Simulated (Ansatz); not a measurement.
Frontier orbitals of `O=S(=O)(F)Cl`.

Cartesian coordinates in Å:
```
O -0.077 0.437 1.451
S -0.129 0.147 0.072
O -1.175 0.562 -0.778
F 1.196 0.658 -0.552
Cl 0.184 -1.805 -0.192
```

The species carries charge 0 and has multiplicity 1. The structure was optimised at the PBE0-D4/def2-TZVP level. Basis def2-TZVPP, the Gaussian-basis code of Ansatz.

A caution on the coupled-cluster cation, which keeps the state that its UHF reference found: large T1 diagnostic of the cation.

Orbital energies of one run (eV). Highest occupied ones, from the top: -9.62, -10.21, -10.24, -11.11, -11.44, -11.93, -13.35, -13.60, -15.17, -15.53, -16.58, -19.32, -25.01, -29.92. Empty: -2.31, 0.07, 1.21, 1.95, 5.51, 6.16.

Task: Which functional gave them?
A. LC-ωPBE
B. LDA (SPW92)
C. HSE06 (plane-wave form)
D. PBE0

Result: C. HOMO energies: HSE06 -9.62, LDA (SPW92) -8.61, PBE0 -10.02, LC-ωPBE -12.86 eV.

LC-ωPBE has ω = 0.4 bohr⁻¹.
